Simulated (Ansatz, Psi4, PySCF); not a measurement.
System: C$_{2}$H$_{5}$S, net charge 0, doublet state. SMILES: S(C)[CH2]
Coordinates optimised at B3LYP-D3(BJ)/def2-TZVP (Ansatz, an electronic-structure program):
```xyz
8

C      0.0677     1.3368    -0.5808
S     -0.2035     0.1104     0.5694
C      0.2434    -1.3727    -0.3665
H      0.5526     1.1278    -1.5216
H     -0.1516     2.3506    -0.2860
H      0.1127    -2.2243     0.2986
H     -0.4080    -1.4849    -1.2322
H      1.2839    -1.3204    -0.6851
```
Charge 0, spin multiplicity 2.

Quantity: atomisation energy, in kcal/mol. Set-up: six Cartesian d functions in 6-31G* and its kin unless marked 5d; 6-311+G** with 5d, 6d on Na to Ar in Ansatz; UHF or UKS for open shells; valence correlation only; non-relativistic; dispersion terms only where a functional's name holds one; atomisation electronic, to ground-state atoms; spin-orbit terms left out. CBS(X,Y): correlation extrapolated as X^-3; Hartree-Fock from the larger set. [CCSD(T)-MP2]/basis is that difference in the basis named. First-principles rows: single points at B3LYP-D3(BJ) geometries (Ansatz).

Coupled cluster (Ansatz) is a level with limits of its own, used here on species with T1 under 0.025 (0.045 for open shells) and stable references: RI-MP2/CBS(cc-pV(T+d)Z,cc-pV(Q+d)Z)+[CCSD(T)-MP2]/cc-pV(T+d)Z.

Value to compare with, RI-MP2/CBS(cc-pV(T+d)Z,cc-pV(Q+d)Z)+[CCSD(T)-MP2]/cc-pV(T+d)Z (Ansatz): 666.7 kcal/mol.

```tsv
level	program	atomisation energy (kcal/mol)	difference
HF/STO-3G	Ansatz	616.6	-50.1
HF/6-311+G**	Ansatz	487.4	-179.3
PBE/6-31G*	Ansatz	677.5	10.8
BP86/def2-SVP	PySCF	685.9	19.2
BP86/6-31G* (5d)	PySCF	685.0	18.3
B3LYP/6-31G	Ansatz	631.8	-34.9
B3LYP/6-31G*	Ansatz	660.2	-6.5
wB97X-D/6-311+G**	Psi4	660.2	-6.5
MP2/3-21G	Ansatz	545.9	-120.8
MP2/6-31G*	Ansatz	602.0	-64.7
B3LYP-D3(BJ)/def2-TZVPD	Ansatz + dftd3	670.2	3.5
wB97M-V/def2-TZVPD	Ansatz	669.5	2.8
```

Among the 10 habitual levels, HF/6-311+G** lies farthest from RI-MP2/CBS(cc-pV(T+d)Z,cc-pV(Q+d)Z)+[CCSD(T)-MP2]/cc-pV(T+d)Z (Ansatz) (-179.3 kcal/mol); 3 of 10 lie above it, and their mean absolute difference is 51.1 kcal/mol, the median 27.0. One case shows no general order.

The levels are drawn from those run, B3LYP/6-31G* more often than the rest, none by its result; runs whose electronic state is in doubt are left out.
